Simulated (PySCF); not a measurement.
**BH2Cl (SMILES [H]B([H])Cl): CCSDT(Q)/STO-3G**

What is the energy change on altering one bond length of BH2Cl at CCSDT(Q)/STO-3G? The job is set up through a Python script.

Program for the calculation: PySCF 2.14.0.

8 further runs of the same task are left out: 8 set aside as unsound or not needed.

## Step 1: The system as given

The species is BH2Cl (4 atoms), meant as a singlet with charge 0. As SMILES, `[H]B([H])Cl`. The shape is that of a GFN2-xTB optimisation.

Bond lengths: B1–Cl4 1.673 Å, B1–H2 1.172 Å, B1–H3 1.172 Å. Angles: H2–B1–Cl4 119.1°, H3–B1–Cl4 119.0°, H2–B1–H3 121.9°.

## Step 2: The energy at CCSDT(Q)/STO-3G

The input, run.py:

```python
# BH2Cl
from pyscf import gto, scf, cc

mol = gto.M(
    atom=[
    ('B', (0.069310, 0.114420, -0.000410)),
    ('H', (1.240090, 0.070720, 0.015540)),
    ('H', (-0.512130, 1.131590, -0.018950)),
    ('Cl', (-0.797280, -1.316740, 0.003830)),
],
    verbose=3,
    max_memory=1860,
    basis='sto-3g',
)

mf = scf.RHF(mol)
mf.conv_tol = 1e-10
mf.kernel()
if not mf.converged:
    mf = mf.newton().run(mf.mo_coeff, mf.mo_occ)

mycc = cc.CCSDT(mf, frozen=6)
mycc.kernel()
e_bracket, e_q = mycc.ccsdt_q()
e_final = mycc.e_tot + e_q
print(f'total energy: {e_final:.8f} hartree')
```

The run is started by

```bash
$ OMP_NUM_THREADS=1 python run.py
```

The log of the run:

```text
converged SCF energy = -480.124577114113
_make_eris_incore_RCCSDT

WARN: A large `blksize` is being used, which may cause large memory consumption
      for storing contraction intermediates. If memory is sufficient, consider using
      `pyscf.cc.rccsdt_highm.RCCSDT` instead.

WARN: A large `blksize_oovv` is being used, which may cause large memory consumption
      for storing contraction intermediates. If memory is sufficient, consider using
      `pyscf.cc.rccsdt_highm.RCCSDT` instead.

WARN: A large `blksize_oooo` is being used, which may cause large memory consumption
      for storing contraction intermediates. If memory is sufficient, consider using
      `pyscf.cc.rccsdt_highm.RCCSDT` instead.

RCCSDT converged
E(RCCSDT) = -480.1843343945062   E_corr = -0.05975728039276503
E_corr(same-spin) = -0.00575667882526122
E_corr(oppo-spin) = -0.0540006015675038
_make_eris_incore_RCCSDT
total energy: -480.18430110 hartree
```

Run time: 1.2 s. Hardware: 1 thread of Arm Neoverse V1, shared host; peak memory 0.1 GiB.

## Step 3: The distorted shape

The input, run.py:

```python
from pyscf import gto, cc

mol = gto.M(
    atom='''
B        0.534467      -0.699324       0.014422
H        1.705247      -0.743024       0.030372
H       -0.512130       1.131590      -0.018950
Cl      -0.332123      -2.130484       0.018662
''',
    spin=0,
    basis='sto-3g',
    verbose=3,
    max_memory=1860,
)

hf = mol.RHF()
hf.conv_tol = 1e-10
hf.kernel()
if not hf.converged:
    hf = hf.newton().run(hf.mo_coeff, hf.mo_occ)

mycc = cc.CCSDT(hf, frozen=6)
mycc.kernel()
e_bracket, e_q = mycc.ccsdt_q()
energy = mycc.e_tot + e_q
print('E = %.10f Eh' % energy)
```

The run is started by

```bash
$ OMP_NUM_THREADS=1 python run.py
```

The log of the run:

```text
converged SCF energy = -479.914670268343
_make_eris_incore_RCCSDT

WARN: A large `blksize` is being used, which may cause large memory consumption
      for storing contraction intermediates. If memory is sufficient, consider using
      `pyscf.cc.rccsdt_highm.RCCSDT` instead.

WARN: A large `blksize_oovv` is being used, which may cause large memory consumption
      for storing contraction intermediates. If memory is sufficient, consider using
      `pyscf.cc.rccsdt_highm.RCCSDT` instead.

WARN: A large `blksize_oooo` is being used, which may cause large memory consumption
      for storing contraction intermediates. If memory is sufficient, consider using
      `pyscf.cc.rccsdt_highm.RCCSDT` instead.

RCCSDT converged
E(RCCSDT) = -480.0397436160399   E_corr = -0.1250733476964249
E_corr(same-spin) = -0.00652838813250198
E_corr(oppo-spin) = -0.118544959563923
_make_eris_incore_RCCSDT
E = -480.0397431936 Eh
```

Run time: 1.4 s. Hardware: 1 thread of Arm Neoverse V1, shared host; peak memory 0.12 GiB.

## Step 4: What came out

At CCSDT(Q)/STO-3G, 6 core orbitals frozen:

| quantity | value |
| --- | --- |
| first shape: total energy | -480.18430 Eh |
| first shape: dipole moment (Hartree–Fock density) | 1.22 D |
| first shape: HOMO energy (Hartree–Fock orbitals) | -10.64 eV |
| first shape: LUMO energy (Hartree–Fock orbitals) | 5.78 eV |
| first shape: HOMO–LUMO gap (Hartree–Fock orbitals) | 16.42 eV |
| first shape: correlation energy (6 core orbitals frozen) | -59.7 mEh |
| first shape: T1 diagnostic | 0.013 |
| distorted shape: total energy | -480.03974 Eh |
| distorted shape: dipole moment (Hartree–Fock density) | 0.97 D |
| distorted shape: HOMO energy (Hartree–Fock orbitals) | -7.72 eV |
| distorted shape: LUMO energy (Hartree–Fock orbitals) | 5.70 eV |
| distorted shape: HOMO–LUMO gap (Hartree–Fock orbitals) | 13.42 eV |
| distorted shape: correlation energy (6 core orbitals frozen) | -125.1 mEh |
| distorted shape: T1 diagnostic | 0.014 |
| energy change with the B1–H3 bond stretched from 1.172 to 2.109 Å | 3.934 eV |

What this shows: With the B1–H3 bond stretched from 1.172 to 2.109 Å the energy rises by 3.93 eV (91 kcal/mol). The first shape isn't relaxed at this level, so the change isn't measured from a minimum. The minimal basis adds a large error of its own. Mulliken charges (first shape) of the mean-field density run from -0.20 on Cl4 to +0.27 on B1. Mulliken charges (distorted shape) of the mean-field density run from -0.18 on Cl4 to +0.29 on B1; they depend strongly on the basis.
